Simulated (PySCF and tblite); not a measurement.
Results of a calculation; reference values are marked as such.
1,2-difluoroethane, C₂H₄F₂, numbered as in [F:1][CH2:2][CH2:3][F:4]. Geometries PBE0-D3(BJ)/def2-SVP; weights from CAM-B3LYP-D3(BJ)/def2-TZVP energies and GFN2-xTB thermal corrections, with symmetry numbers and mirror pairs. Conformers within 3 kcal/mol (GFN2-xTB free energy) were kept, 8 at most. GIAO shieldings: wB97X-D/pcSseg-1. Shifts are against TMS (¹H), TMS (¹³C), CFCl3 (¹⁹F) at the same level. (PySCF 2.14, tblite 0.8.)

Torsions listed: F1–C2–C3–F4. Of a mirror pair one member is shown.

| conformer | shape | point group | mirror pair | ΔE(DFT) | Δ(G−E) at 298.15 K | δ F1/F4 (ppm) |
| --- | --- | --- | --- | --- | --- | --- |
| 1 | 70° | C2 | yes | 0.00 | 0.00 | -234.8 |
| 2 | 180° | C2h | no | 1.00 | -0.01 | -256.5 |

Energies in kcal/mol; the thermal term leaves out symmetry numbers and mirror images.

Q: Work out the weights at 298.15 K and the ¹⁹F shift of F1/F4 under fast exchange.

A: RT = 0.592 kcal/mol. Each conformer gets RT ln(σ/g), with σ the rotational symmetry number and g = 2 for a mirror pair: 1: σ = 2, g = 2, G = 0.00 + 0.00 + 0.00 = 0.00, 0.00 above the lowest, exp(−ΔG/RT) = 1.000; 2: σ = 2, g = 1, G = 1.00 − 0.01 + 0.41 = 1.39, 1.39 above the lowest, exp(−ΔG/RT) = 0.095. The sum is 1.095, so the weights are 91.3, 8.7 %. The averaged shift is -236.7 ppm. At 298.15 K the leading conformer alone gives -234.8 ppm and bare DFT energies give -238.2 ppm.

Unscaled ¹⁹F shifts at such levels can be off by tens of ppm; differences between conformers or isomers are more reliable.
